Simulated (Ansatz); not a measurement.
Relaxation of CH5FSi (8 atoms, charge 0, multiplicity 1), to a largest force component of 0.02 eV/Å in at most 40 steps.

Theory: RKS B3LYP-D4/6-31G* (Ansatz).

```xyz
8
Properties=species:S:1:pos:R:3:forces:R:3
Si 0.000 0.000 0.000 -0.56 -0.03 0.85
C 0.000 0.000 1.870 0.09 0.07 0.12
H -1.000 -0.309 2.240 0.46 0.15 -0.01
H 0.768 -0.711 2.240 -0.40 0.33 0.02
H 0.232 1.020 2.240 -0.09 -0.53 0.03
F 1.499 0.000 -0.529 0.92 0.02 -0.42
H -0.688 1.191 -0.486 -0.23 0.46 -0.29
H -0.688 -1.191 -0.486 -0.20 -0.48 -0.30
```

**Question.** Where does it end, and by what steps?

**Answer.** The run converged. After 6 steps the energy has fallen by 0.066 eV; H4 moved furthest, 0.21 Å.

```json
{"step": "0", "energy less start (eV)": "0.0000", "largest force component (eV/Å)": "0.922", "accepted": "yes"}
{"step": "1", "energy less start (eV)": "-0.0505", "largest force component (eV/Å)": "0.535", "accepted": "yes"}
{"step": "2", "energy less start (eV)": "-0.0599", "largest force component (eV/Å)": "0.116", "accepted": "yes"}
{"step": "3", "energy less start (eV)": "-0.0642", "largest force component (eV/Å)": "0.080", "accepted": "yes"}
{"step": "4", "energy less start (eV)": "-0.0651", "largest force component (eV/Å)": "0.115", "accepted": "yes"}
{"step": "5", "energy less start (eV)": "-0.0655", "largest force component (eV/Å)": "0.076", "accepted": "yes"}
{"step": "6", "energy less start (eV)": "-0.0657", "largest force component (eV/Å)": "0.003", "accepted": "yes"}
```

```xyz
8
Properties=species:S:1:pos:R:3
Si -0.007 -0.004 0.004
C 0.006 0.000 1.875
H -1.017 -0.102 2.258
H 0.598 -0.830 2.274
H 0.420 0.934 2.271
F 1.502 0.150 -0.558
H -0.812 1.133 -0.519
H -0.566 -1.281 -0.515
```

Whether the end is a true minimum wasn't checked by a vibrational analysis.

Run time: 24 s on 1 thread of Arm Neoverse N1, with other jobs on the host, peak memory 0.13 GiB.
